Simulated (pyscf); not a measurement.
hydrogen fluoride (HF) + boron trifluoride (F–B(F)–F) -> boron trifluoride (F–B(F)–F) + hydrogen fluoride (HF) (four-centre exchange; singlet surface; F–H, B–F broken, B–F, F–H formed). PySCF, gas phase, ωB97X-D3(BJ)/def2-SVP geometries. Correlated levels are frozen-core, on RHF or UHF. ΔMP2 is the change of the MP2 total energy from the triple- to the quadruple-zeta basis. Energies in kcal/mol from the separated reactants.

```tsv
level	barrier	reaction energy
ωB97X-D3(BJ)/def2-TZVP	___	0.0
M06-2X/def2-TZVP	16.4	0.0
ωB97M-D3(BJ)/def2-TZVP	17.4	0.0
HF/def2-TZVP	33.4	0.0
MP2/def2-QZVPP	19.8	0.0
CCSD/def2-TZVPP	21.5	0.0
CCSD(T)/def2-TZVPP + ΔMP2(QZVPP)	___	0.0
```

Q: Complete the blanks.

A: 
- ωB97X-D3(BJ)/def2-TZVP, barrier: 18.0
- CCSD(T)/def2-TZVPP + ΔMP2(QZVPP), barrier: 20.3

Of the functionals in the table, ωB97X-D3(BJ) is closest to CCSD(T)/def2-TZVPP + ΔMP2(QZVPP) in the barrier (2.3 kcal/mol apart) and M06-2X least close (3.9 kcal/mol); that level has limits of its own. This is the saddle that the search found; another between the same sides may lie lower. The CCSD(T) − MP2 part came from Ansatz, without density fitting, on the same reference.
